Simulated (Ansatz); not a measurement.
Isomers of CH4BN, relaxed with PBE0-D4/def2-TZVP in Ansatz; electronic energies, one conformer each and not always the lowest. Functionals use def2-TZVPP; CBS adds triple-zeta CCSD(T) − MP2 to the MP2 limit of def2-TZVPP and def2-QZVPP.

Q: Order them by energy at frozen-core CCSD(T)/CBS, lowest first. (Estimate.)
A. `BN=C`
B. `B1CN1`
C. `BC=N`

A: A (0.0 kcal/mol), B (12.9 kcal/mol), C (28.4 kcal/mol).

Q: How do B3LYP-D4, PBE0-D4, B3LYP, r2SCAN-D4 place them (kcal/mol, against `BN=C`)? (An estimate is asked.)

A: Computed: 
```
 isomer  B3LYP-D4  PBE0-D4  B3LYP  r2SCAN-D4
`B1CN1`      16.9     11.3   16.9       14.0
 `BC=N`      32.0     31.7   32.1       33.0
```

B3LYP here is the variant with VWN-RPA as its local correlation; programs differ in this.
